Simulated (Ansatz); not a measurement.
# NPSi: the cost of one run

Method: def2-QZVPP, all electrons in the functionals, frozen cores in the correlation of double hybrids and RPA; program: Ansatz 0.2.0, Gaussian basis.

To be run: wB97M-V, B2PLYP, at charge 0, triplet; charge 0, singlet; charge 0, quintet; charge 1, doublet; charge 1, quartet.

2 further runs of the same task are left out: 2 set aside as unsound or not needed.

## Step 1: The geometry

The geometry is a PBE0/def2-TZVP stationary point (not a proven minimum).

3 atoms, charge 0, spin multiplicity 3.

Atoms are counted from 1 here; the program's logs count them from 0.

Bond lengths: P1–N2 1.590 Å, N2–Si3 1.609 Å. Angles: P1–N2–Si3 180.0°.

No dispersion term is added; wB97M-V holds VV10 nonlocal correlation.

The geometry shown and the zero of energy belong to the point charge 0, triplet. The yardstick, UCCSD(T), and other wave-function levels (R restricted, U unrestricted, valence and pair active spaces) come from earlier runs.

## Step 2: wB97M-V, charge 0, triplet

in.yaml reads:

```yaml
crystal:
  periodic: [false, false, false]
  atoms:
    - {symbol: P, position_ang: [0.000000, 0.000000, -1.596600]}
    - {symbol: N, position_ang: [0.000000, 0.000000, -0.006400]}
    - {symbol: Si, position_ang: [0.000000, 0.000000, 1.603000]}
basis:
  gaussian: {orbitals: "def2-QZVPP.json"}
magnetization: {spin_polarized: true, initial_magnetization: 2}
hamiltonian: {xc: {name: wB97M-V}}
output: {orbitals: {seedname: orbitals}}
```

Launch:

```
$ ansatz run in.yaml --threads 1 --pin off --events-out ev --progress --plain --max-ram 2393MiB
```

Q: Estimate wall time and peak memory on 1 thread of Intel Xeon Platinum 8488C, shared host.

About 15 s, with a peak of 0.59 GiB.
